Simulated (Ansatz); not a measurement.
## Counterpoise correction, worked out

The pair of HF (SMILES F, atoms 1–2) and H2S (SMILES S, atoms 3–5), both closed shells, in one local arrangement (a lower one may exist), relaxed at PBE0-D4/def2-TZVP:

F1  (0.629, 0.184, -2.026)
H2  (0.156, 0.069, -1.227)
S3  (-0.785, -0.174, 0.767)
H4  (0.181, -0.992, 1.213)
H5  (-0.181, 0.913, 1.273)
(Å)

Computed with Ansatz 0.2.0 (basis: def2-TZVPPD); correlated methods freeze the cores.

CCSD(T) total energies in eV:

| system | geometry | basis functions | energy |
| --- | --- | --- | --- |
| pair | pair | all | -13586.36264 |
| HF | as in the pair | all (partner as ghosts) | -2730.61276 |
| H2S | as in the pair | all (partner as ghosts) | -10855.54813 |
| HF | as in the pair | its own | -2730.60550 |
| H2S | as in the pair | its own | -10855.52952 |
| HF | free (PBE0-D4 minimum) | its own | -2730.61345 |
| H2S | free (PBE0-D4 minimum) | its own | -10855.52982 |

Q: Work out the interaction energy with and without the counterpoise correction, the superposition error, and the binding energy from the relaxed fragments.

A: Without correction: -13586.36264 − (-2730.60550) − (-10855.52952) = -0.22762 eV.
With correction (each fragment in the whole basis): -13586.36264 − (-2730.61276) − (-10855.54813) = -0.20175 eV = -4.65 kcal/mol.
The superposition error is the difference, 0.02587 eV, 11 % of the uncorrected value: each fragment borrows its partner's functions.
Deformation from the free shapes: 0.00795 eV for HF and 0.00030 eV for H2S.
Binding energy from relaxed fragments: -0.20175 + 0.00795 + 0.00030 = -0.19350 eV = -4.46 kcal/mol (electronic, without zero-point energy; negative means bound). For comparison, the corrected interaction energy by CCSD(T) at an estimated basis limit (MP2 extrapolated from triple and quadruple zeta, plus CCSD(T) − MP2 in triple zeta) is -0.221 eV; triple zeta with the correction binds less.

The T1 diagnostic stays at or below 0.011.

For scale, one of the runs: CCSD(T)/def2-TZVPPD, 142 basis functions, launched by `ansatz run in.yaml --threads 2 --pin off --events-out ev --progress --plain --max-ram 5222MiB`. The run took 3.9 s on 2 CPU threads of an Intel Xeon 6975P-C (shared host), with 0.9 GiB of host memory at its peak.
